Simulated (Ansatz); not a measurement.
Consider the isomerisation: `CCC#N` → `CC1=CN1`.

Calculated with Ansatz (gas phase, PBE0-D4/def2-TZVP geometries, no zero-point term in ΔE). CCSD(T)/CBS is the MP2 limit (def2-TZVPP, def2-QZVPP) plus CCSD(T) − MP2 in def2-TZVPP, frozen cores. DFT in def2-TZVPP.

Q: Is it downhill or uphill in electronic energy at CCSD(T)/CBS, and by how much? (Estimate.)

A: Ansatz gave: Uphill: ΔE = +305.4 kJ/mol.

Q: What do these levels give: LDA (SPW92), PBE-D4, B97M-V, r2SCANh-D4, r2SCAN0-D4, BHLYP-D4, BLYP, r2SCAN0, CCSD(T)/def2-SVP, SCS-MP2/def2-TZVPP, MP2/CBS(def2), CCSD/CBS(def2)? (An estimate is asked.)

A: Ansatz gave: LDA (SPW92) 260.2, PBE-D4 278.2, B97M-V 295.7, r2SCANh-D4 295.8, r2SCAN0-D4 297.6, BHLYP-D4 317.1, BLYP 300.7, r2SCAN0 297.7, CCSD(T)/def2-SVP 327.6, SCS-MP2/def2-TZVPP 324.5, MP2/CBS(def2) 308.9, CCSD/CBS(def2) 310.7 kJ/mol.

Largest T1 diagnostic among the species: 0.012.

From r2SCAN to r2SCAN0 (25 % exact exchange), in def2-TZVPP and without D4, ΔE moves by +3.0 kJ/mol. At CCSD(T), def2-SVP lies +22.2 kJ/mol from the extrapolated value and def2-TZVPP +9.3 kJ/mol. Leaving LDA and LC-ωPBE aside and taking each functional with its dispersion term where it has one, the values spread over 38.9 kJ/mol, from PBE-D4 to BHLYP-D4. LDA lies −18.5 kJ/mol from PBE without D4.
